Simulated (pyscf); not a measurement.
PySCF, gas phase, ωB97X-D3(BJ)/def2-SVP geometries.

Problem. H₃C–CH₂–Zn–OH + methanol (H₃C–OH) -> propane (H₃C–CH₂–CH₃) + HO–Zn–OH
Surface: singlet. Broken: C–Zn, C–O. Formed: C–C, O–Zn. Give ΔE‡ and ΔE from ωB97M-D3(BJ)/def2-TZVP, relative to the separated reactants.

Solution. ΔE‡ = 68.0 kcal/mol, ΔE = -26.3 kcal/mol. Zero-point energy shifts the barrier by -1.2 kcal/mol. It is a four-centre exchange, with an imaginary mode of 568i cm⁻¹. On the reactant side the descent ends in a bound adduct (not fully relaxed), 13.5 kcal/mol under the separated species and 82.3 kcal/mol under the saddle at ωB97X-D3(BJ)/def2-TZVP. This is the saddle that the search found; another between the same sides may lie lower. Elements up to Kr have no core potential and no relativistic terms here.
